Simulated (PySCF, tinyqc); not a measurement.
Worked calculation: RKS/PBE0 in the sto-3g basis, for CH2, spin multiplicity 1. The lowest restricted solution is unstable here: a spin-polarised one lies 0.0379 hartree lower (PySCF). One step of it, computed by the program tinyqc.

Problem. Iteration 1: diagonalisation and new density. Diagonalise F' = X^T F X, C = X C', fill 4 alpha and 4 beta electrons from the bottom; D = 2 C_occ C_occ^T; the new density keeps 0.7 of the old one (damping). Each column has its largest component positive (the first on a tie).

Kohn-Sham matrix F (hartree), lower triangle:
```
            1C 1s      1C 2s    1C 2px     1C 2py     1C 2pz      2H 1s      3H 1s
1C 1s   -8.922796
1C 2s   -2.505101  -0.788206
1C 2px   0.000000   0.000000  0.364007
1C 2py   0.000000   0.000000  0.000000   0.168398
1C 2pz   0.019131  -0.083212  0.000000   0.000000   0.378040
2H 1s   -0.623344  -0.398887  0.000000  -0.159736  -0.095177  -0.186925
3H 1s   -0.623344  -0.398887  0.000000   0.159736  -0.095177  -0.132901  -0.186925
```

X:
```
                1          2          3         4          5          6         7
1C 1s   -0.297416   0.000000   0.783535  0.000000  -0.589020   0.000000  0.175982
1C 2s    1.267877   0.000000  -0.302210  0.000000  -0.264203   0.000000  0.448129
1C 2px   0.000000   0.000000   0.000000  1.000000   0.000000   0.000000  0.000000
1C 2py   0.000000   1.110624   0.000000  0.000000   0.000000   0.609612  0.000000
1C 2pz   0.549341   0.000000   0.615950  0.000000   0.687214   0.000000  0.188160
2H 1s   -0.852503  -0.885339  -0.162952  0.000000   0.127695   0.382368  0.363163
3H 1s   -0.852503   0.885339  -0.162952  0.000000   0.127695  -0.382368  0.363163
```

D at the start, lower triangle:
```
            1C 1s      1C 2s    1C 2px     1C 2py     1C 2pz      2H 1s     3H 1s
1C 1s    2.126394
1C 2s   -0.548066   2.352313
1C 2px   0.000000   0.000000  2.000000
1C 2py   0.000000   0.000000  0.000000   2.534988
1C 2pz  -0.249634   1.122957  0.000000   0.000000   0.536154
2H 1s    0.093659  -0.381252  0.000000  -0.398712  -0.181975   0.124514
3H 1s    0.093659  -0.381252  0.000000   0.398712  -0.181975  -0.000907  0.124514
```

overlap S, lower triangle:
```
           1C 1s     1C 2s    1C 2px     1C 2py    1C 2pz     2H 1s     3H 1s
1C 1s   1.000000
1C 2s   0.248362  1.000000
1C 2px  0.000000  0.000000  1.000000
1C 2py  0.000000  0.000000  0.000000   1.000000
1C 2pz  0.000000  0.000000  0.000000   0.000000  1.000000
2H 1s   0.060793  0.484834  0.000000   0.403311  0.228838  1.000000
3H 1s   0.060793  0.484834  0.000000  -0.403311  0.228838  0.137064  1.000000
```

Give: F' = X^T F X; orbital energies; coefficients C; D after iteration 1.

Solution.

F' = X^T F X (hartree), lower triangle:
```
         1       2        3       4        5        6        7
1   0.6307
2   0.0000  0.7513
3   0.5088  0.0000  -3.9097
4   0.0000  0.0000   0.0000  0.3640
5  -0.2726  0.0000   4.0937  0.0000  -3.5396
6   0.0000  0.1873   0.0000  0.0000   0.0000  -0.1022
7   0.2434  0.0000  -2.0116  0.0000   2.0113   0.0000  -1.3585
```

orbital energies (hartree): MO1 -8.9340, MO2 -0.2912, MO3 -0.1415, MO4 0.3095, MO5 0.3640, MO6 0.7385, MO7 0.7906

coefficients C:
```
            MO1      MO2      MO3      MO4     MO5      MO6      MO7
1C 1s    0.9895  -0.1842   0.0000  -0.1885  0.0000  -0.1781   0.0000
1C 2s    0.0448   0.4408   0.0000   0.8453  0.0000   1.0289   0.0000
1C 2px   0.0000   0.0000   0.0000   0.0000  1.0000   0.0000   0.0000
1C 2py   0.0000   0.0000   0.3685   0.0000  0.0000   0.0000   1.2122
1C 2pz   0.0027   0.0966   0.0000  -0.6346  0.0000   0.8813   0.0000
2H 1s   -0.0104   0.4286   0.5560  -0.3537  0.0000  -0.7698  -0.7879
3H 1s   -0.0104   0.4286  -0.5560  -0.3537  0.0000  -0.7698   0.7879
```

D after iteration 1, lower triangle:
```
          1C 1s    1C 2s  1C 2px   1C 2py  1C 2pz    2H 1s   3H 1s
1C 1s    2.1176
1C 2s   -0.5013   2.1931
1C 2px   0.0000   0.0000  1.4000
1C 2py   0.0000   0.0000  0.0000   1.8560
1C 2pz  -0.1120   0.4898  0.0000   0.0000  0.6226
2H 1s    0.0520  -0.3332  0.0000  -0.1562  0.0321   0.4580
3H 1s    0.0520  -0.3332  0.0000   0.1562  0.0321  -0.0008  0.4580
```
